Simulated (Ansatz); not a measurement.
A nudged elastic band was laid between two geometries of CH₄BS (7 atoms, charge 0, multiplicity 2).

Theory: UKS PBE0-D4/def2-SVP in Ansatz 0.2.0.

```
movable images  : 5
climbing image  : yes
spring          : 5.0 eV/Å²
optimiser       : quadratic models (default)
start path      : IDPP
force threshold : 0.05 eV/Å
iteration limit : 60
end points      : relaxed
```

First end point:

```xyz
7
Properties=species:S:1:pos:R:3
C -0.708 0.430 -0.592
B 0.135 0.246 0.663
S 1.381 -1.029 0.832
H -0.615 -0.203 -1.482
H -1.465 1.218 -0.677
H 0.021 0.952 1.637
H 1.250 -1.614 -0.381
```

Last end point:

```xyz
7
Properties=species:S:1:pos:R:3
C -0.857 0.516 -0.733
B 0.111 0.093 0.365
S 1.194 -1.301 0.036
H -0.923 0.013 -1.705
H -1.549 1.356 -0.610
H 0.176 0.653 1.432
H 1.848 -1.329 1.216
```

Task: What changes between the two ends?

Result: No bond is made or broken. The dihedral C1–B2–S3–H7 goes from 0 to -180°.

Task: What energy profile does the band end with?

Result: It converged. The highest image is number 3 of 0 to 6, 73.0 kJ/mol above the first end and 73.4 kJ/mol above the last; the last end lies 0.4 kJ/mol below the first. A vibrational analysis at the climbing image gives one clearly imaginary mode, 659i cm⁻¹: a first-order saddle point.

| image | path coordinate (Å) | energy (kJ/mol) | dihedral C1–B2–S3–H7 (°) |
| --- | --- | --- | --- |
| 0 | 0.00 | 0.0 | 0 |
| 1 | 0.52 | 7.9 | -18 |
| 2 | 1.05 | 45.2 | -56 |
| 3 | 1.57 | 73.0 | -90 |
| 4 | 2.08 | 47.3 | -121 |
| 5 | 2.58 | 13.1 | -152 |
| 6 | 3.09 | -0.4 | -180 |

Task: What is the geometry of the highest image?

Result: 
```xyz
7
Properties=species:S:1:pos:R:3
C -0.489 0.750 -0.686
B 0.073 0.101 0.580
S 1.512 -1.081 0.470
H -0.049 0.574 -1.675
H -1.353 1.426 -0.676
H -0.386 0.377 1.664
H 0.692 -2.146 0.322
```

Task: What are the harmonic wavenumbers there?

Result: 659i, 184, 307, 537, 654, 713, 866, 883, 1057, 1191, 1431, 2618, 2710, 3141, 3247 cm⁻¹.

Run time: 72 s on 1 CPU thread of a shared host.
